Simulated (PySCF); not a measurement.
Gas-phase reaction: SiH3 + 3 SiCl + 3 HCl = 2 H3SiSiCl3

Computed with PySCF and rigid-rotor harmonic-oscillator thermochemistry at 1 bar. † marks an energy on the PBE0/def2-TZVP geometry and frequencies; other levels use their own. 6-31G* has spherical d functions here. Open shells (unrestricted): SiH3 (multiplicity 2), SiCl (multiplicity 2); the rest are closed-shell singlets. Spin-orbit splitting is ignored; it lowers the true energy and changes the entropy of SiCl. B3LYP is the form with VWN-RPA correlation. H3SiSiCl3: computed as isolated molecules; such fragments, hydroxides, amides, oligomers or adducts are transient or little studied in the gas.

```
level               ΔH°(298 K), kJ
------------------  --------------
B3LYP/def2-TZVP†               ___
BLYP/def2-TZVP†                ___
HF/6-31G*                    -1048
PBE/def2-SVP                 -1226
PBE/def2-TZVP†               -1213
PBE0/def2-SVP†               -1250
r2SCAN/def2-TZVP†              ___
ωB97X-V/def2-TZVP†             ___
```

Question: Some entries are withheld; supply them.

Answer: 
- B3LYP/def2-TZVP†, ΔH°(298 K), kJ: -1162
- BLYP/def2-TZVP†, ΔH°(298 K), kJ: -1098
- r2SCAN/def2-TZVP†, ΔH°(298 K), kJ: -1288
- ωB97X-V/def2-TZVP†, ΔH°(298 K), kJ: -1318
